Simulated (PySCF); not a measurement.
**Nuclear quadrupole coupling in `FC(Cl)(Cl)Cl`**

CCl3F.
Structure used (PBE0-D3(BJ)/def2-SVP), in Å, numbered top down from 1:
```xyz
5
CCl3F angstrom
F     -0.996    0.975   -0.124
C     -0.052    0.051   -0.007
Cl     0.609    0.127    1.630
Cl    -0.774   -1.534   -0.303
Cl     1.213    0.381   -1.195
```

Field gradients from the PBE0/pcSseg-1 density (PySCF, non-relativistic), principal values in atomic units, ordered |Vxx| ≤ |Vyy| ≤ |Vzz|:

```tsv
atom	Vxx	Vyy	Vzz
Cl3	-2.1631	-2.2344	4.3975
Cl4	-2.1630	-2.2354	4.3984
Cl5	-2.1632	-2.2357	4.3989
```

**Question.** Find the asymmetry η = (Vxx − Vyy)/Vzz and the couplings χ = eQV/h (234.96 MHz × Q in barn × V in au), with Q(35Cl) = −0.0817 b.

**Answer.** 
```tsv
atom	environment	nucleus	η	χzz (MHz)	χxx (MHz)	χyy (MHz)
Cl3	chlorine of a CCl3 group	35Cl	0.02	-84.42	41.52	42.89
Cl4	chlorine of a CCl3 group	35Cl	0.02	-84.43	41.52	42.91
Cl5	chlorine of a CCl3 group	35Cl	0.02	-84.44	41.53	42.92
```

The gradient is axial or nearly so (η below 0.05) at Cl3, Cl4 and Cl5. 

**Question.** What is Vzz at Cl5 in SI units (1 au = 9.71736 × 10²¹ V/m²)?

**Answer.** 4.3989 au = 42.746 × 10²¹ V/m².

**Question.** And the gradient at the other heavy atoms, for which no coupling is worked out here?

**Answer.** 
```tsv
atom	environment	Vzz (au)	η
F1	alkyl fluorine	3.140	0.00
C2	CCl3 carbon	0.083	0.01
```

Isolated species at its PBE0-D3(BJ)/def2-SVP geometry, gas phase. The basis is small and wasn't made for field gradients, so the couplings can be 20 % off.

The run behind these numbers computed NMR shieldings as well. The run took about 7 s of CPU time (grids of density and orbitals included) (one thread, shared machine).
